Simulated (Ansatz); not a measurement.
# AlBH₄O, SMILES O[BH][AlH2]: the energy of protonation at one site

Program: the Python package of Ansatz (0.2.0).

Typed at the interpreter:
```pycon
>>> import warnings
>>> import ansatz as az
>>> import numpy as np
>>> warnings.simplefilter('ignore', az.DeckWarning)
>>> geometry_ang = [
...     ('O', [-1.6515, 0.2651, -0.6549]),
...     ('B', [-0.2535, 0.1948, -0.7919]),
...     ('Al', [0.8886, 0.0006, 0.8852]),
...     ('H', [-1.9537, -0.6129, -0.7142]),
...     ('H', [0.2585, 0.2231, -1.8755]),
...     ('H', [0.2378, -0.0237, 2.3405]),
...     ('H', [2.535, -0.115, 0.7651]),
... ]
>>> molecule = az.Crystal.molecule()
>>> for symbol, xyz in geometry_ang:
...     molecule = molecule.atom(symbol, xyz)
...
>>> base = (
...     molecule.calculation()
...     .basis(gaussian='cc-pVDZ')
...     .functional('r2scan')
... )
>>> symbols = [site.symbol for site in molecule.cartesian_sites]
>>> start = np.array([site.position_ang for site in molecule.cartesian_sites], dtype=float)
>>> rep = base.relax(force_tolerance=0.01).run().report
>>> end = np.array(rep['positions_ang'])
>>> # start the new hydrogen opposite the existing bonds
>>> away = sum((end[0] - end[j]) / np.linalg.norm(end[0] - end[j]) for j in [1, 3]) + np.array([0.15, 0.1, -0.2])
>>> proton = end[0] + 1.0 * away / np.linalg.norm(away)
>>> acid = az.Crystal.molecule()
>>> for symbol, place in zip(symbols, end):
...     acid = acid.atom(symbol, place.tolist())
...
>>> acid = acid.atom('H', proton.tolist())
>>> protonated = (
...     acid.calculation()
...     .basis(gaussian='cc-pVDZ')
...     .functional('r2scan')
...     .charge(1)
...     .relax(force_tolerance=0.01, max_steps=80)
... )
>>> after = protonated.run().report
>>> xyz = np.array(after['positions_ang'])
>>> reach = np.linalg.norm(xyz[:-1] - xyz[-1], axis=1)
>>> print(f'base {rep["free_energy_ev"]:.5f} eV, protonated {after["free_energy_ev"]:.5f} eV')
base -9382.94548 eV, protonated -9390.67850 eV
>>> print(f'the proton ends {reach.min():.3f} A from {symbols[reach.argmin()]}{reach.argmin()}')
the proton ends 0.977 A from O0
>>> print(f'electronic proton affinity {(rep["free_energy_ev"] - after["free_energy_ev"]):.3f} eV')
electronic proton affinity 7.733 eV
```

What to keep in mind:
- These settings explore the input space; basis and method may be short of convergence.
- The proton is put on one chosen atom, which needn't be the most basic site, so the molecule's proton affinity can be higher; the ends are stationary points, not checked by frequencies, and zero-point and thermal terms count only where printed.
- Timing: 72 s on 1 thread of Arm Neoverse V2, on a shared host, peak memory 0.21 GiB.
